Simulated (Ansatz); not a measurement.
Process, species as SMILES: OO (H2O2) → 2 H atom + 2 O atom
B3LYP-D3(BJ)/def2-TZVP geometries, fixed; electronic energies without zero-point terms.

Basis-set convergence of the atomisation energy at PBE with Ansatz (an electronic-structure program). Cartesian d functions, on some or all atoms, in 6-31G*, 6-31+G*; all else is spherical. The program fits the integrals of some runs and decomposes those of others, by size. Open shells are unrestricted. No added dispersion term, no relativity. Functions are those of the species that has most. Reference: the value in aug-pcseg-3, 282.57 kcal/mol, itself unsure by roughly 0.20 kcal/mol (its mean distance from aug-cc-pVQZ, cc-pV5Z, def2-QZVPPD). Deviations are taken from unrounded values.

| basis | functions | atomisation energy (kcal/mol) |
|---|---|---|
| 6-31G* | 34 | 273.84 |
| 6-31+G* | 42 | 273.91 |
| cc-pVDZ | 38 | 273.33 |
| aug-cc-pVDZ | 64 | 279.40 |
| def2-SVP | 38 | 278.01 |
| def2-SVPD | 62 | 282.31 |
| pcseg-1 | 38 | 273.19 |
| aug-pcseg-1 | 64 | 278.84 |
| 6-311G** | 48 | 276.67 |
| 6-311+G** | 56 | 277.19 |
| def2-TZVP | 74 | 279.47 |
| def2-TZVPD | 98 | 280.63 |
| cc-pVTZ | 88 | 281.10 |
| aug-cc-pVTZ | 138 | 281.89 |
| pcseg-2 | 88 | 281.86 |
| aug-pcseg-2 | 138 | 282.53 |
| def2-TZVPP | 90 | 281.50 |
| def2-TZVPPD | 114 | 282.15 |
| cc-pVQZ | 170 | 282.24 |
| aug-cc-pVQZ | 252 | 282.57 |
| def2-QZVPP | 174 | 281.89 |
| def2-QZVPPD | 198 | 282.17 |
| pcseg-3 | 186 | 282.52 |
| aug-pcseg-3 | 268 | 282.57 |

What the diffuse functions change, pair by pair:
- 6-31G* to 6-31+G*: 8 more functions, deviation -8.73 to -8.66 kcal/mol
- cc-pVDZ to aug-cc-pVDZ: 26 more functions, deviation -9.24 to -3.17 kcal/mol
- def2-SVP to def2-SVPD: 24 more functions, deviation -4.56 to -0.26 kcal/mol
- pcseg-1 to aug-pcseg-1: 26 more functions, deviation -9.38 to -3.73 kcal/mol
- 6-311G** to 6-311+G**: 8 more functions, deviation -5.90 to -5.38 kcal/mol
- def2-TZVP to def2-TZVPD: 24 more functions, deviation -3.10 to -1.94 kcal/mol
- cc-pVTZ to aug-cc-pVTZ: 50 more functions, deviation -1.47 to -0.68 kcal/mol
- pcseg-2 to aug-pcseg-2: 50 more functions, deviation -0.72 to -0.04 kcal/mol
- def2-TZVPP to def2-TZVPPD: 24 more functions, deviation -1.07 to -0.42 kcal/mol
- cc-pVQZ to aug-cc-pVQZ: 82 more functions, deviation -0.33 to 0.00 kcal/mol
- def2-QZVPP to def2-QZVPPD: 24 more functions, deviation -0.68 to -0.40 kcal/mol
- pcseg-3 to aug-pcseg-3: 82 more functions, deviation -0.05 to 0.00 kcal/mol

Leaving out the reference's own pair, they bring the value nearer the reference by more than 0.20 kcal/mol in 10 of 11 pairs.
